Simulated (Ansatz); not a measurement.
```yaml
crystal:
  periodic: [false, false, false]
  atoms:
    - {symbol: C, position_ang: [-0.939406, 0.382705, -0.510776]}
    - {symbol: N, position_ang: [-0.321416, -0.274148, 0.377514]}
    - {symbol: C, position_ang: [1.143900, -0.599855, -0.026058]}
    - {symbol: C, position_ang: [1.191601, 0.221901, 0.878273]}
    - {symbol: H, position_ang: [-0.341011, 1.168115, -0.811995]}
    - {symbol: H, position_ang: [-1.628474, 0.953185, 0.483265]}
    - {symbol: H, position_ang: [-1.695286, -0.287522, -1.127704]}
    - {symbol: H, position_ang: [1.536740, -1.586343, -0.644523]}
    - {symbol: H, position_ang: [1.328478, 0.736378, 1.416981]}
basis:
  gaussian: {orbitals: ANO-RCC-VTZP, fitting: {mean_field: cc-pVTZ-jkfit}, point_charges: [{charge: 2.00, position_ang: [4.111, -0.483, 0.870]}]}
hamiltonian: {xc: {name: rPW86-PBE}}
relax: {f_tol: 0.001, max_steps: 3}
output: {forces: true}
```

```sh
$ ansatz run in.yaml --threads 2 --pin off --events-out ev --progress --plain --max-ram 4352MiB
```

Shortened log:

```
Functional definition: rPW86-PBE
466 factors; integrals over basis functions are off by at most 4.0e-1 eV
mean field evaluation 1: about -4670.5491 eV, gradient 8.4e1 eV
mean field evaluation 2: about -4621.3324 eV, gradient 1.4e2 eV
mean field evaluation 4: about -4681.3619 eV, gradient 5.1e1 eV
mean field evaluation 8: about -4687.7209 eV, gradient 9.3e-1 eV
mean field evaluation 16: about -4687.7209 eV, gradient 8.1e-5 eV
mean field -4687.72090437 eV, -172.2705657844 hartree, gradient 8.1e-5 eV, S^2 0.000000; 1 other end points of the search recorded, 0 dependent functions left out
reference -4687.72105757 eV, -172.2705714143 hartree; 15, 15 occupied and 175, 175 virtual orbitals, 466 factors
relax step   1: F+E_penalty+E_count = -4687.72090437 eV  Δ(F+E_penalty+E_count) = +0.000e0 eV  max|allowed force component| = 2.256e1 eV/Å  Δτ_max = 0.0000 Å  (46 SCF iters, accepted)
466 factors; integrals over basis functions are off by at most 3.8e-1 eV
mean field -4693.50474402 eV, -172.4831179708 hartree, gradient 1.2e-5 eV, S^2 0.000000; 0 other end points of the search recorded, 0 dependent functions left out
reference -4693.50489948 eV, -172.4831236841 hartree; 15, 15 occupied and 175, 175 virtual orbitals, 466 factors
relax step   2: F+E_penalty+E_count = -4693.50474402 eV  Δ(F+E_penalty+E_count) = -5.784e0 eV  max|allowed force component| = 3.664e0 eV/Å  Δτ_max = 0.1962 Å  (38 SCF iters, accepted)
466 factors; integrals over basis functions are off by at most 3.5e-1 eV
mean field -4694.71396563 eV, -172.5275560454 hartree, gradient 1.7e-5 eV, S^2 0.000000; 0 other end points of the search recorded, 0 dependent functions left out
reference -4694.71412637 eV, -172.5275619525 hartree; 15, 15 occupied and 175, 175 virtual orbitals, 466 factors
relax step   3: F+E_penalty+E_count = -4694.71396563 eV  Δ(F+E_penalty+E_count) = -1.209e0 eV  max|allowed force component| = 1.850e0 eV/Å  Δτ_max = 0.1903 Å  (37 SCF iters, accepted)
Error: geometry relaxation did not converge after 3 steps: max|allowed force component| = 1.85e0 eV/Å (threshold 1.0e-3). Raise `relax.max_steps` over both its present limit and 3, loosen `relax.f_tol`, or start from a geometry closer to equilibrium. Where this run's directory can be resumed (`checkpoint.write`), a resume goes on for up to `relax.max_steps` more
```

(1) Something in this input is off. What?

Results:

(1) The relaxation is allowed too few steps for its threshold. No converged result was reached.
